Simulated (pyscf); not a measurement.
HO–Ti(F)(F)–F + H₂ -> H₂O + F–TiH(F)–F (four-centre exchange; singlet surface; O–Ti, H–H broken, H–O, H–Ti formed). PySCF, gas phase, ωB97X-D3(BJ)/def2-SVP geometries. Energies in kcal/mol from the separated reactants.

```json
[
 {"level": "PBE/def2-TZVP", "barrier": "32.6", "reaction energy": "+35.5"},
 {"level": "r²SCAN/def2-TZVP", "barrier": "33.7", "reaction energy": "+37.7"},
 {"level": "B3LYP-D3(BJ)/def2-TZVP", "barrier": "36.6", "reaction energy": "+35.1"},
 {"level": "M06-2X/def2-TZVP", "barrier": "?", "reaction energy": "+35.0"},
 {"level": "ωB97M-D3(BJ)/def2-TZVP", "barrier": "36.9", "reaction energy": "+32.1"},
 {"level": "HF/def2-TZVP", "barrier": "?", "reaction energy": "?"}
]
```

Question: Complete the blanks.

Answer: 
- M06-2X/def2-TZVP, barrier: 37.6
- HF/def2-TZVP, barrier: 49.5
- HF/def2-TZVP, reaction energy: +30.1

On the product side the descent ends in an adduct with a O–Ti contact, 15.3 kcal/mol under the separated species and 17.9 kcal/mol under the saddle at ωB97X-D3(BJ)/def2-TZVP. At PBE, r²SCAN the saddle lies under the separated products, which points to a path from their complex (located at ωB97X-D3(BJ) alone), and parting the products costs more than the saddle. What is counted as broken (O–Ti) persists as a longer contact in the product adduct; parting that adduct is a step of its own. At the saddle there is also a short H–Ti contact that neither side keeps. One saddle was located; it need not be the lowest between these sides.
